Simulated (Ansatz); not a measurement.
The input, for Ansatz 0.2.0:

```yaml
crystal:
  periodic: [false, false, false]
  atoms:
    - {symbol: Si, position_ang: [0.000000, 0.000000, 0.000000]}
    - {symbol: N, position_ang: [0.000000, 0.000000, 1.563809]}
basis:
  gaussian: {orbitals: 6-31G}
total_charge: 1
magnetization: {spin_polarized: false, initial_magnetization: 2}
correlation: {method: fci, electrons: outside_noble_gas}
```

```sh
$ ansatz run in.yaml --threads 1 --pin off --events-out ev --progress --plain --max-ram 2393MiB
```

Problem. Roughly how long does this take on 1 thread of Arm Neoverse V1, shared host, and how much host memory?

Solution. 6.5 s wall and 0.15 GiB.

```
455 factors; integrals over basis functions are off by at most 4.1e-8 eV
mean field evaluation 1: about -9321.0212 eV, gradient 4.5e1 eV
mean field evaluation 2: about -9321.1068 eV, gradient 4.5e1 eV
mean field evaluation 4: about -9328.5197 eV, gradient 4.5e0 eV
mean field evaluation 8: about -9329.6516 eV, gradient 1.5e0 eV
mean field evaluation 16: about -9329.7055 eV, gradient 2.9e-3 eV
mean field evaluation 32: about -9329.6859 eV, gradient 1.1e0 eV
mean field evaluation 64: about -9323.5216 eV, gradient 7.8e-3 eV
mean field evaluation 96: about -9323.6019 eV, gradient 5.9e-1 eV
mean field evaluation 128: about -9329.7025 eV, gradient 8.7e-1 eV
mean field evaluation 160: about -9321.1068 eV, gradient 4.5e1 eV
mean field evaluation 192: about -9329.4456 eV, gradient 2.7e0 eV
mean field -9329.70551279 eV, -342.8603536935 hartree, gradient 3.5e-6 eV, S^2 2.000000; 13 other end points of the search recorded, 0 dependent functions left out
mean field evaluation 224: about -9328.9116 eV, gradient 9.7e0 eV
mean field evaluation 256: about -9329.5939 eV, gradient 4.8e-1 eV
mean field evaluation 288: about -9322.5173 eV, gradient 1.9e1 eV
mean field evaluation 320: about -9325.9518 eV, gradient 8.1e0 eV
determinant -9329.70551279 eV, -342.8603536935 hartree, with singles and doubles -9333.34206098 eV, -342.9939943747 hartree
determinant -9329.47794596 eV, -342.8519907668 hartree, with singles and doubles -9332.42565987 eV, -342.9603172550 hartree
6 core orbitals not correlated: weight in the atoms' cores, before any rotation towards them, 1.000 or more for the frozen orbitals, at most 0.000 for the correlated occupied ones
reference -9329.70551279 eV, -342.8603536935 hartree; 5, 3 occupied and 11, 13 virtual orbitals, 455 factors
state -9333.53258279 eV, -343.0009959218 hartree
Total energy: -9333.53258279 eV, -343.0009959218 hartree
```

Natural occupations: 1.9802 1.9089 1.8989 1.0225 0.9790 0.0977 0.0551 0.0275 0.0093 0.0079 0.0047 0.0034 0.0026 0.0010 0.0008 0.0005.
